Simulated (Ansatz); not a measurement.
Run this with Ansatz 0.2.0 through its Python package and show what comes out.

`energy_c2hcln2s.py`:
```python
import ansatz as az
import numpy as np
import pandas as pd

config = {
    "basis_set": "6-31G*",
    "functional": "cam_b3lyp",
}

geometry = (
    az.Crystal.molecule()
    .atom("Cl", [2.6299, -0.4939, -0.0958])
    .atom("C", [0.9904, -0.0267, -0.041])
    .atom("N", [-0.0249, -0.9724, 0.0308])
    .atom("C", [-1.1717, -0.3304, 0.0595])
    .atom("S", [-0.9776, 1.371, -0.0008])
    .atom("N", [0.6878, 1.273, -0.068])
    .atom("H", [-2.1339, -0.8206, 0.1152])
)

calculation = (
    geometry.calculation()
    .basis(gaussian=config["basis_set"])
    .functional(config["functional"])
    .forces()
)
r = calculation.session().plan(threads=1).execute().report

print("reference energy %16.6f eV" % r["reference_energy_ev"])
print("total energy     %16.6f eV" % r["free_energy_ev"])
print("occupied orbitals outside the frozen core (up, down):", r["n_occupied"], " frozen:", r["n_frozen"], " virtual:", r["n_virtual"])

field = r["mean_field"]
print("<S^2> =", round(abs(field["state"]["spin_squared"]), 4), " all-electron relativity setting:", field["relativity"])
print("passes:", field["passes"])
if "symmetry" in field:
    print("occupied orbitals by irrep:", field["symmetry"]["occupied"])

symbols = [site.symbol for site in geometry.cartesian_sites]
print("forces (eV/A)")
for symbol, f in zip(symbols, r["forces_ev_ang"]):
    print(f"  {symbol:2s} {f[0]:9.4f} {f[1]:9.4f} {f[2]:9.4f}")

charges = r["charge_distribution"]
table = pd.DataFrame({"atom": symbols, "mulliken": charges["mulliken_charges_e"], "lowdin": charges["lowdin_charges_e"]})
print(table.round(3).to_string())
print("dipole (e A):", np.round(charges["dipole_moment_e_ang"], 4) + 0.0)
```

```console
$ python energy_c2hcln2s.py
reference energy    -28424.486685 eV
total energy        -28424.486685 eV
occupied orbitals outside the frozen core (up, down): [30, 30]  frozen: 0  virtual: [70, 70]
<S^2> = 0.0  all-electron relativity setting: none
passes: {'evaluations': 17, 'products': 15}
occupied orbitals by irrep: [{'A': 30}, {'A': 30}]
forces (eV/A)
  Cl    0.1054   -0.2328    0.0026
  C    -1.5976    1.2643    0.0291
  N     0.2417    0.7753   -0.0341
  C     1.0890   -0.1601   -0.0407
  S     0.1359    0.1184   -0.0092
  N     0.0575   -1.6931    0.0490
  H    -0.0318   -0.0720    0.0033
  atom  mulliken  lowdin
0   Cl     0.075   0.240
1    C     0.203  -0.311
2    N    -0.328  -0.068
3    C    -0.135  -0.272
4    S     0.426   0.491
5    N    -0.454  -0.235
6    H     0.213   0.156
dipole (e A): [-0.5935  0.0158  0.0245]
```

Total energies depend on the basis set; only differences at equal settings carry meaning. The geometry is a force-field or estimated start, not a minimum of this method, and the basis set is short of its limit. The Löwdin charges here are taken after orthogonalising the functions within each atom; they differ from plain Löwdin charges, and their signs can be unphysical. The whole script took 7.8 s on 1 thread of AMD EPYC 7R43 64-Core Processor (Zen 3), on a shared host, peak memory 0.34 GiB.

(Lines on the test bed's own set-up are left out of the output.)
